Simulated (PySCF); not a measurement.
Ionisation energies (eV) were calculated with PySCF 2.14 by MP2 (valence), PBE, PBE0, in another order, as differences of total energies without spin-orbit coupling. The measured values are between term centres (NIST).

| species | measured | A | B | C |
| --- | --- | --- | --- | --- |
| He (x2c-TZVPPall, spin-free X2C) | 24.587 | 24.449 | 24.353 | 24.438 |
| N (x2c-TZVPPall, spin-free X2C) | 14.545 | 14.710 | 14.557 | 14.688 |
| Ne (x2c-TZVPPall, spin-free X2C) | 21.597 | 21.598 | 21.517 | 21.410 |
| P (x2c-TZVPPall, spin-free X2C) | 10.526 | 10.465 | 10.467 | 10.513 |
| Mn⁺ (x2c-TZVPPall, spin-free X2C) | 15.640 | 16.261 | 15.278 | 15.948 |
| Rh (x2c-TZVPPall, spin-free X2C) | 7.479 | 7.829 | 7.183 | 7.530 |
| Yb⁺ (x2c-TZVPPall, spin-free X2C) | 12.179 | 12.316 | 12.175 | 12.103 |
| Lu (x2c-TZVPPall, spin-free X2C) | 5.278 | 5.510 | 4.740 | 5.401 |

Problem. Which column is which method?

Solution. A is PBE (mean error 0.16 eV); B is MP2 (valence) (mean error -0.20 eV); C is PBE0 (mean error 0.02 eV). PBE, with gradient corrections, lies close to experiment on average, with errors of both signs. Valence MP2 in a finite basis recovers only part of the missing correlation, so it stays below experiment on average. PBE0, with a quarter of exact exchange, lies close to experiment on average.
